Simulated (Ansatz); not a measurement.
# H2S, singlet: CASSCF and its corrections

Program: Ansatz, Gaussian basis, development build. Basis cc-pV(T+d)Z on S, cc-pVTZ on H, nonrelativistic, 5 orbitals frozen in the corrections. State-specific CASSCF; RHF is the lowest restricted (open-shell) Hartree–Fock solution met. No symmetry is imposed, so a solution can break that of the shape. The lowest solution met needn't be the lowest there is, nor hold the orbitals that a chemist would pick.

Geometry:

```xyz
3

S     0.0000    0.0000    0.1021
H     0.0000    0.8768   -0.7252
H     0.0000   -0.9743   -0.8171
```

Question: What do CASSCF and its corrections give against RHF in CAS(8,6), and what are the occupations?

Answer: CASSCF -0.863 eV, SC-NEVPT2 -4.906 eV; occupations 2.00, 2.00, 1.98, 1.98, 0.03, 0.02.
